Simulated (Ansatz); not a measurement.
One arrangement of a pair

The pair of NH$_{4}$⁺ (SMILES [NH4+], atoms 1–5) and C$_{2}$H$_{6}$ (SMILES CC, atoms 6–13), both closed shells, in one local arrangement (a lower one may exist), relaxed at PBE0-D4/def2-TZVP:

N1  (-0.003, 0.079, -2.002)
H2  (0.788, 0.714, -2.126)
H3  (0.048, -0.667, -2.699)
H4  (-0.875, 0.598, -2.123)
H5  (0.027, -0.330, -1.050)
C6  (-0.057, 0.686, 1.449)
C7  (0.059, -0.770, 1.028)
H8  (-0.108, 1.382, 0.603)
H9  (-0.955, 0.849, 2.045)
H10  (0.801, 0.987, 2.052)
H11  (0.109, -1.432, 1.893)
H12  (0.982, -0.977, 0.467)
H13  (-0.817, -1.119, 0.463)
(Å)

Ansatz 0.2.0; basis: def2-TZVPPD, with def2-QZVPPD for the basis limit; cores frozen in the correlated methods. B3LYP uses VWN-RPA correlation. Extrapolation: Hartree–Fock as exp(−7.88 √X), correlation as X^−2.97. Interaction energies count from these two fragments, frozen as in the pair, with the counterpoise correction; negative means bound.

**Question.** What is the interaction energy by CCSD(T) at an estimated basis limit (MP2 extrapolated from triple and quadruple zeta, plus CCSD(T) − MP2 in triple zeta)? (Judge from chemistry; the value comes from the calculation.)

**Answer.** Computed: -28.9 kJ/mol. Hartree–Fock alone gives -13.9 kJ/mol at the basis limit. It counts from the two fragments frozen as in the pair.

The same quantity by other methods in triple zeta, and each one's difference from that estimate:
| method | E_int (kJ/mol) | difference |
| --- | --- | --- |
| PBE-D4 | -33.0 | -4.1 |
| revPBE-D4 | -28.0 | 0.9 |
| BLYP-D4 | -28.3 | 0.6 |
| r2SCAN-D4 | -31.1 | -2.2 |
| B97M-V | -29.5 | -0.6 |
| PBE0-D4 | -31.3 | -2.4 |
| B3LYP-D4 | -28.7 | 0.2 |
| HSE06-D4 | -31.3 | -2.4 |
| wB97X-V | -28.9 | 0.0 |
| wB97M-V | -29.6 | -0.7 |
| B2PLYP | -25.4 | 3.5 |
| HF | -13.8 | 15.1 |
| MP2 | -27.6 | 1.3 |
| CCSD | -25.2 | 3.7 |
| CCSD(T) | -27.2 | 1.7 |
Differences are method less estimate.

Energy to bend the free fragments (PBE0-D4 minima) into their shapes in the pair, CCSD(T)/def2-TZVPPD: NH$_{4}$⁺ 0.4 kJ/mol; C$_{2}$H$_{6}$ 2.2 kJ/mol. This must be added to the interaction energy to get the binding energy from relaxed fragments.

Basis-set superposition shift (counterpoise-corrected less uncorrected): CCSD(T) 1.8; MP2 1.8; HF 0.1; PBE0-D4 0.2; wB97M-V 0.2 kJ/mol.

T1 diagnostic: at most 0.008.

For scale, one of the runs: CCSD(T)/def2-TZVPPD, 281 basis functions, launched by `ansatz run in.yaml --threads 4 --pin off --events-out ev --progress --plain --max-ram 9574MiB`. Time: 2.2 min of wall clock on 4 CPU threads of an Arm Neoverse V2; the host was shared. Peak host memory: 8.3 GiB.
